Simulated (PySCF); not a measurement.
A PySCF script (with the pyscf-properties extension) for the NMR shieldings of `F[Si]F`, F2Si, on a PBE0-D3(BJ)/def2-SVP geometry:

```python
import basis_set_exchange as bse
import numpy as np
from pyscf import gto, dft
from pyscf.prop import nmr

atoms = """
F    -1.238863   -0.354372   -0.003946
Si    0.005061    0.694243   -0.024140
F     1.256763   -0.344940    0.002976
"""
names = dict.fromkeys(["F", "Si"], "pcSseg-1")
basis = {el: gto.basis.parse(bse.get_basis(n, elements=[el], fmt="nwchem")) for el, n in names.items()}
mol = gto.M(atom=atoms, basis=basis, charge=0, verbose=0)
mf = dft.RKS(mol, xc="PBE0")
mf.grids.level = 2
mf.grids.alignment = dft.numint.BLKSIZE   # the property module wants whole blocks of grid points
mf.conv_tol = 1e-9
mf.kernel()

calc = nmr.RKS(mf)   # GIAO
C = mf.mo_coeff
Co = C[:, mf.mo_occ > 0]
resp = mf.gen_response(singlet=True, hermi=2)
def vind(x):   # induced exchange potential for any number of trial vectors
    d = np.einsum("pi,xij,qj->xpq", C, 2 * x.reshape(-1, C.shape[1], Co.shape[1]), Co, optimize=True)
    return np.einsum("xpq,pi,qj->xij", resp(d - d.transpose(0, 2, 1)), C, Co, optimize=True).ravel()
mo1, _ = nmr.rhf.solve_mo1(calc, with_cphf=vind)
sigma = calc.kernel(mo1)
for i, s in enumerate(sigma):   # ppm
    print("%2d %-2s %9.2f" % (i, mol.atom_pure_symbol(i), np.trace(s) / 3))
```

Problem. What are the results?

Solution. 
```
 0 F     121.44
 1 Si    329.76
 2 F     121.43
```

These numbers come from an equivalent density-fitted implementation of the same equations, which agrees with the script to about 0.01 ppm for H and up to a few tenths of a ppm for heavy atoms, so last digits may differ.

Problem. Turn these shieldings into chemical shifts. Shifts are taken against calculated references (same method and geometry level): CFCl3 for 19F (σ = 177.25 ppm); TMS for 29Si (σ = 351.99 ppm).

Solution. Averaging equivalent atoms: F 0/2: 55.8; Si 1: 22.2 ppm. Unscaled 19F shifts against computed CFCl3 carry errors that often reach 10 to 50 ppm.

Size and cost of the density-fitted run: 58 basis functions, 2 s wall time on 1 thread of an x86-64 server CPU, shared host.
